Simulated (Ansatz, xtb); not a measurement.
## Relative energy of two isomers of C3H3F2N

Structure a is `N#C[C@H](F)CF`, a singlet and structure b is `N#CCC(F)F`, a singlet. Both are isolated molecules in the gas phase, relaxed with PBE0-D3(BJ)/def2-SVP, each in the lowest conformer that the search found.

Energies in hartree; the thermal terms are from PBE0-D3(BJ)/def2-SVP harmonic frequencies (ideal gas, rigid rotor, one conformer each, 298.15 K, 1 atm) and include the zero-point energy:

|  | a | b |
| --- | --- | --- |
| E, CCSD(T)/def2-SVP | −369.324133 | −369.348786 |
| E, MP2/def2-SVP | −369.267012 | −369.292852 |
| E, MP2/def2-TZVPP | −369.962081 | −369.985254 |
| zero-point energy | 0.060070 | 0.060308 |
| H(298 K) − E | 0.066899 | 0.066984 |
| G(298 K) − E | 0.030096 | 0.030438 |

Correct the CCSD(T) difference for the basis set by the MP2 change, then work out ΔE, ΔE₀, ΔH and ΔG for a → b in kJ/mol (1 Eh = 2625.50 kJ/mol) and the equilibrium ratio [b]/[a].

1. Differences b − a: CCSD(T) −0.024653, MP2 in the small set −0.025840, MP2 in the large set −0.023173 Eh.
2. ΔE = −0.024653 + (−0.023173 − (−0.025840)) = −0.021986 Eh = −57.72 kJ/mol.
3. ΔE₀ = ΔE + ΔZPE = −0.021986 + (+0.000238) Eh = −57.10 kJ/mol.
4. ΔH = ΔE + (+0.000085) Eh = −57.50 kJ/mol.
5. ΔG = ΔE + (+0.000342) Eh = −56.83 kJ/mol, so ΔS = (ΔH − ΔG)/T = −2.3 J/(mol K).
6. kT = 0.9442 mEh, so K = [b]/[a] = exp(−ΔG/kT) = exp(+22.92) ≈ 9.0 × 10^9.

Structure b is favoured at this temperature. An error of 4 kJ/mol in ΔG would change K by a factor of 5. Mirror images and further conformers aren't counted.

As drawn, both hold the same kinds of bond in the same numbers.

Other levels gave ΔE = −42.0 (GFN2-xTB); −47.8 (HF/STO-3G, GFN2-xTB geometries); −71.6 (r2SCAN-D4/def2-SVP, GFN2-xTB geometries); −67.1 (PBE0-D3(BJ)/def2-SVP); −65.7 (HF/def2-SVP); −67.8 (MP2/def2-SVP); −64.7 (CCSD(T)/def2-SVP) kJ/mol. The correlated steps freeze 6 core orbitals. Programs: Ansatz 0.2.0, xtb 6.7.1.
